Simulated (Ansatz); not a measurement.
```yaml
crystal:
  periodic: [false, false, false]
  atoms:
    - {symbol: F, position_ang: [-1.996711, -0.435797, -0.413511]}
    - {symbol: C, position_ang: [-0.986617, 0.208215, 0.253697]}
    - {symbol: C, position_ang: [0.242404, 0.459259, -0.609931]}
    - {symbol: C, position_ang: [0.906637, -0.565269, 0.312823]}
    - {symbol: O, position_ang: [-0.298637, -0.667560, 1.098276]}
    - {symbol: H, position_ang: [-1.453480, 1.038283, 0.792181]}
    - {symbol: H, position_ang: [0.112814, 0.162012, -1.648619]}
    - {symbol: H, position_ang: [0.643455, 1.469705, -0.554567]}
    - {symbol: H, position_ang: [1.739952, -0.197708, 0.914871]}
    - {symbol: H, position_ang: [1.173382, -1.522239, -0.142321]}
basis:
  gaussian: {orbitals: def2-mTZVP}
total_charge: 4
magnetization: {spin_polarized: true, initial_magnetization: 0}
hamiltonian: {xc: {name: PBE-QIDH}}
accuracy: high
scf: {lower_state_search: light}
output: {forces: true}
```

```sh
$ ansatz run in.yaml --threads 4 --pin off --events-out ev --progress --plain --max-ram 10444MiB
```

Shortened log:

```
Functional definition: PBE-QIDH
2436 factors; integrals over basis functions are off by at most 3.7e-9 eV
mean field evaluation 1: about -7811.8311 eV, gradient 9.2e1 eV
mean field evaluation 2: about -7811.9384 eV, gradient 9.2e1 eV
mean field evaluation 4: about -7825.3795 eV, gradient 7.0e1 eV
mean field evaluation 8: about -7846.1220 eV, gradient 5.5e0 eV
mean field evaluation 16: about -7846.6502 eV, gradient 3.9e-1 eV
mean field evaluation 32: about -7846.6700 eV, gradient 4.1e-3 eV
mean field evaluation 64: about -7846.6700 eV, gradient 2.1e-6 eV
mean field -7849.77013434 eV, -288.4737316716 hartree, gradient 2.9e-8 eV, S^2 1.859407; 15 other end points of the search recorded, 0 dependent functions left out
5 core orbitals not correlated: weight in the atoms' cores, before any rotation towards them, 1.000 or more for the frozen orbitals, at most 0.000 for the correlated occupied ones
reference -7849.77013538 eV, -288.4737317099 hartree; 13, 13 occupied and 97, 97 virtual orbitals, 2436 factors
second order -20.56321195 eV of doubles, -0.00000000 eV of singles
Total energy: -7856.62453936 eV, -288.7256264102 hartree
Atom 0 at    -1.996711    -0.435797    -0.413511 Å, force    -0.728934    -0.016797     0.399445 eV/Å
Atom 1 at    -0.986617     0.208215     0.253697 Å, force    -0.603894    -3.192507    -2.363673 eV/Å
Atom 2 at     0.242404     0.459259    -0.609931 Å, force    -1.188891     2.021050    -0.509610 eV/Å
Atom 3 at     0.906637    -0.565269     0.312823 Å, force    -6.289886    -0.216724     2.451558 eV/Å
Atom 4 at    -0.298637    -0.667560     1.098276 Å, force     1.502272    -3.449022     2.882781 eV/Å
Atom 5 at    -1.453480     1.038283     0.792181 Å, force    -1.120070     3.113835     1.519446 eV/Å
Atom 6 at     0.112814     0.162012    -1.648619 Å, force     0.689044     0.030168    -3.677245 eV/Å
Atom 7 at     0.643455     1.469705    -0.554567 Å, force     2.192217     2.939723    -1.097730 eV/Å
Atom 8 at     1.739952    -0.197708     0.914871 Å, force     4.341478     2.190491     2.136107 eV/Å
Atom 9 at     1.173382    -1.522239    -0.142321 Å, force     1.206664    -3.420217    -1.741079 eV/Å
Dipole moment:     1.378943     0.545988    -0.268944 e Å
```

Question: Something in this input is off. What?

Answer: The charge is far from anything that the molecule holds. Self-consistency was reached. The result belongs to that input, not to the molecule as meant.
